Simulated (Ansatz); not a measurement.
A calculation with Ansatz (development build ahead of 0.2.0).

```yaml
crystal:
  periodic: [false, false, false]
  atoms:
    - { symbol: F, position_ang: [-0.24656, -0.58062, 1.10304] }
    - { symbol: H, position_ang: [0.01587, 0.10923, -0.18716] }
    - { symbol: F, position_ang: [0.18418, 0.48763, -0.91735] }
basis:
  gaussian: { orbitals: def2-SVP }
magnetization:
  spin_polarized: true
  initial_magnetization: 1
hamiltonian:
  xc: hf
output:
  forces: true
```

The input is written out in the form of the current development build from the run's settings.

Results

```json
{
  "Converged": "yes",
  "Total energy": "-199.20023 hartree",
  "Spin squared of the determinant": "0.753",
  "Stability test": "minimum"
}
```

Forces (eV/Å):
```
atom      Fx      Fy      Fz
  F1  -0.339  -0.869   1.634
  H2  -0.905  -1.963   3.818
  F3   1.245   2.833  -5.452
```
